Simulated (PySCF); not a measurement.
Z-matrix (Å, degrees):
```
C
H 1 1.0915
H 1 1.0917 2 107.08
H 1 1.0937 2 110.62 3 120.50
C 1 1.4973 2 108.65 3 -116.94
O 5 1.1755 1 129.26 2 -123.03
```
Charge 0, spin multiplicity 2.

Problem. What is the computed total energy, highest occupied spin orbital and dipole moment (PBE0-D3(BJ)/def2-TZVP run with PySCF)?

Solution. 
```yaml
total_energy: -153.0677 Ha
highest_occupied_spin_orbital: -5.75 eV
dipole_moment: 2.58 D
```
